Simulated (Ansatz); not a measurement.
in.yaml

```yaml
crystal:
  periodic: [false, false, false]
  atoms:
    - {symbol: Ti, position_ang: [0.000000, -0.428984, 0.000000]}
    - {symbol: N, position_ang: [0.000000, 0.733013, -1.408582]}
    - {symbol: N, position_ang: [0.000000, 0.733013, 1.408582]}
basis:
  gaussian: {orbitals: def2-SVP}
magnetization: {spin_polarized: true, initial_magnetization: 6}
hamiltonian: {xc: {name: B3LYP}}
```

```sh
$ ansatz run in.yaml --threads 1 --pin off --events-out ev --progress --plain --max-ram 4096MiB --backend cpu
```

Log:

```
634 factors; integrals over basis functions are off by at most 8.6e-4 eV
mean field evaluation 1: about -26077.8903 eV, gradient 2.2e1 eV
mean field evaluation 2: about -26077.7462 eV, gradient 2.3e1 eV
mean field evaluation 4: about -26080.6991 eV, gradient 3.2e0 eV
mean field evaluation 8: about -26080.8229 eV, gradient 6.6e-1 eV
mean field evaluation 16: about -26080.9487 eV, gradient 1.2e0 eV
mean field evaluation 32: about -26077.8903 eV, gradient 2.2e1 eV
mean field -26080.96719656 eV, -958.4578661590 hartree, gradient 3.6e-6 eV, S^2 12.019431; 6 other end points of the search recorded, 0 dependent functions left out
reference -26080.96743829 eV, -958.4578750424 hartree; 21, 15 occupied and 38, 44 virtual orbitals, 634 factors
Total energy: -26080.96743829 eV, -958.4578750424 hartree
```

Ran on 1 thread of AMD EPYC 7R13, shared host: 13 s wall, 0.24 GiB peak host memory.
